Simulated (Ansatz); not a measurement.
Density of states of Ta2O5 (Cm, a = 12.646 Å, b = 6.989 Å, c = 7.149 Å, α = 90.00°, β = 121.84°, γ = 90.00°), in states per eV and primitive cell, averaged over bins of 0.3 eV. The calculation used DFT r2SCAN, scalar-relativistic, plane waves, PAW (Ansatz).

Plane waves to 500 eV, a k mesh through Γ of 4×4×4 on the computed 21-atom cell and Gaussian smearing (0.02 eV); no spin polarisation.

The cell is relaxed at this level. The states (both spins) are summed by tetrahedra on a 6×6×6 mesh at the self-consistent density. Energies are bin centres; the table starts no lower than −8 eV and ends at 6 eV, or lower where the solved bands end.

The gap is 3.66 eV at this level, with the zero inside it.

```csv
E − E_F (eV),total,O 2p,Ta 5d,O 2s,Ta 6s
-7.90,4.85,3.35,1.17,0.05,0.20
-7.60,8.03,5.47,2.19,0.07,0.18
-7.30,10.95,7.51,2.94,0.09,0.26
-7.00,13.14,8.96,3.55,0.12,0.33
-6.70,13.24,9.29,3.21,0.13,0.40
-6.40,13.44,9.41,3.38,0.16,0.26
-6.10,13.86,9.98,3.17,0.20,0.27
-5.80,11.07,8.21,2.26,0.18,0.21
-5.50,13.58,10.18,2.70,0.22,0.24
-5.20,15.64,11.97,2.94,0.24,0.22
-4.90,14.69,11.56,2.46,0.22,0.16
-4.60,12.89,10.36,1.99,0.18,0.11
-4.30,16.49,13.57,2.24,0.22,0.12
-4.00,16.54,13.75,2.18,0.20,0.09
-3.70,15.39,13.09,1.78,0.16,0.07
-3.40,18.57,16.19,1.80,0.16,0.07
-3.10,19.28,17.36,1.38,0.15,0.06
-2.80,17.35,15.98,0.93,0.12,0.04
-2.50,16.60,15.61,0.63,0.08,0.03
-2.20,20.33,19.36,0.61,0.08,0.03
-1.90,10.16,9.80,0.21,0.03,0.01
-1.60,0.00,0.00,0.00,0.00,0.00
-1.30,0.00,0.00,0.00,0.00,0.00
-1.00,0.00,0.00,0.00,0.00,0.00
-0.70,0.00,0.00,0.00,0.00,0.00
-0.40,0.00,0.00,0.00,0.00,0.00
-0.10,0.00,0.00,0.00,0.00,0.00
0.20,0.00,0.00,0.00,0.00,0.00
0.50,0.00,0.00,0.00,0.00,0.00
0.80,0.00,0.00,0.00,0.00,0.00
1.10,0.00,0.00,0.00,0.00,0.00
1.40,0.00,0.00,0.00,0.00,0.00
1.70,0.16,0.01,0.15,0.00,0.00
2.00,6.63,0.53,5.85,0.06,0.09
2.30,7.12,0.83,6.02,0.07,0.05
2.60,10.98,1.60,8.82,0.14,0.10
2.90,10.23,1.79,7.87,0.16,0.08
3.20,12.25,2.26,9.19,0.26,0.12
3.50,11.95,2.29,8.69,0.35,0.15
3.80,14.18,2.73,10.13,0.50,0.19
4.10,12.28,2.60,8.49,0.46,0.15
4.40,9.19,2.18,6.08,0.34,0.08
4.70,9.64,2.39,6.21,0.33,0.07
5.00,8.62,1.94,5.55,0.49,0.04
5.30,5.48,1.25,3.53,0.33,0.04
5.60,6.75,1.59,4.18,0.40,0.17
```

The columns after the total are the main Löwdin projections on the occupied valence shells of the potentials; 2 others are left out. The rest of the total lies in those, in shells that are empty in the free atom, which aren't projected, and between the atoms.

Spin-orbit coupling is left out, which matters for the bands of heavy elements.

Whether Ta2O5 exists in this form wasn't checked.

Cost: 1 run of about 35 core-minutes, on Intel Xeon Processor @ 2.50GHz (Skylake/Cascade Lake) (shared hosts).